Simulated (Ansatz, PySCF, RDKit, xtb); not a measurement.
# Solving C2H5FO2, step by step

Task: start from the formula C2H5FO2, draw up candidate structures, narrow them down in stages, and characterise the one that lies lowest at 298.15 K.

Plan: many cheap relaxations first (GFN2-xTB), then density-functional screening, relaxation at PBE0-D3(BJ)/pcseg-1, vibrations and a final energy. The numbers are computed, not measured.

4 further runs of the same task are left out: 4 set aside as unsound or not needed.

**1. Candidates**

All bonding patterns within simple valence rules are listed by program: one Lewis structure each, at most two rings and one unusual centre or charged pair. O–O, O–halogen and N–halogen bonds and N–N–N chains are not drawn. That gives 5 candidates.

```
label       SMILES     spin
 c211      OC(O)CF  singlet
 c378    CC(O)(O)F  singlet
 c382        OCOCF  singlet
 c985  CO[C@H](O)F  singlet
 c989  OC[C@H](O)F  singlet
```

Candidates are built by distance geometry, with a force field where one applies, in up to four conformers (letters a to d).

Q: Predict the outcome of this search (final energies at CCSD(T)/def2-SVP + MP2/def2-TZVPP - MP2/def2-SVP).

| quantity | value |
| --- | --- |
| lowest structure found | CC(O)(O)F, singlet, C1 |
| next finalist | OC[C@H](O)F, singlet, 15.3 kcal/mol higher in G |
| share at equilibrium, among the finalists | 100.0 % |
| harmonic wavenumbers, lowest and highest (PBE0-D3(BJ)/pcseg-1) | 232 and 3845 cm⁻¹ |
| rotational constants, same geometry | 0.1815, 0.1736, 0.1673 cm⁻¹ |
| dipole moment (PBE0/def2-TZVPD) | 1.38 D |
| HOMO energy (PBE0/def2-TZVPD) | -9.22 eV |
| LUMO energy (PBE0/def2-TZVPD) | 0.01 eV |
| HOMO–LUMO gap (PBE0/def2-TZVPD) | 9.22 eV |
| lowest excitation (TD-PBE0/def2-SVPD) | 8.15 eV (f = 0.031) |
| lowest triplet excitation, same level, Tamm-Dancoff | 7.84 eV |
| vertical ionisation energy | 11.66 eV |
| vertical electron affinity | -0.94 eV (unbound: the value depends on the basis) |
| vertical triplet less singlet | +7.65 eV |

`CC(O)(O)F` comes out lowest. The margin of 15.3 kcal/mol over the next finalist is beyond the usual error of the last level; it says nothing of structures that weren't ranked. GFN2-xTB, HF/STO-3G, r2SCAN-D4/def2-SVP, PBE0-D3(BJ)/pcseg-1, HF/def2-SVP and MP2/def2-SVP already put its bonding pattern lowest among the structures in one piece. 4 minima inside the window were never screened. The search is not exhaustive (a finite list of starts, one conformer a finalist), so a lower isomer can't be ruled out. Patterns outside the rules of the enumeration were met only by chance.
